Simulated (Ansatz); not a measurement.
# B3: the cost of one run

Method: def2-QZVPP, all electrons in the functionals; program: Ansatz 0.2.0, Gaussian basis.

The runs, in order: PBE, BLYP, r2SCAN, B97M-V, PBE0, B3LYP, at charge 0, quartet; charge 0, doublet; charge 0, sextet; charge 1, triplet; charge 1, quintet.

### 1 The system

The geometry is a PBE0/def2-TZVP stationary point (not a proven minimum).

3 atoms, charge 0, spin multiplicity 4.

Atoms are counted from 1 here; the program's logs count them from 0.

Bond lengths: B1–B2 1.522 Å, B2–B3 1.522 Å. Angles: B1–B2–B3 180.0°.

No dispersion term is added; B97M-V holds VV10 nonlocal correlation. B3LYP takes the VWN-RPA correlation.

The geometry shown and the zero of energy belong to the point charge 0, quartet. The yardstick, UCCSD(T), and other wave-function levels (R restricted, U unrestricted, valence and pair active spaces) come from earlier runs.

### 2 PBE, charge 0, quartet

The input, in.yaml:

```yaml
crystal:
  periodic: [false, false, false]
  atoms:
    - {symbol: B, position_ang: [0.000000, 0.000000, 1.521500]}
    - {symbol: B, position_ang: [0.000000, 0.000000, 0.000000]}
    - {symbol: B, position_ang: [0.000000, 0.000000, -1.521500]}
basis:
  gaussian: {orbitals: "def2-QZVPP.json"}
magnetization: {spin_polarized: true, initial_magnetization: 3}
hamiltonian: {xc: {name: PBE}}
output: {orbitals: {seedname: orbitals}}
```

The run is started by

```
$ ansatz run in.yaml --threads 1 --pin off --events-out ev --progress --plain --max-ram 2393MiB
```

**Question.** How long does this run take on 1 thread of Arm Neoverse V2, shared host, and how much memory does it need?

About 14 s, with a peak of 0.33 GiB.
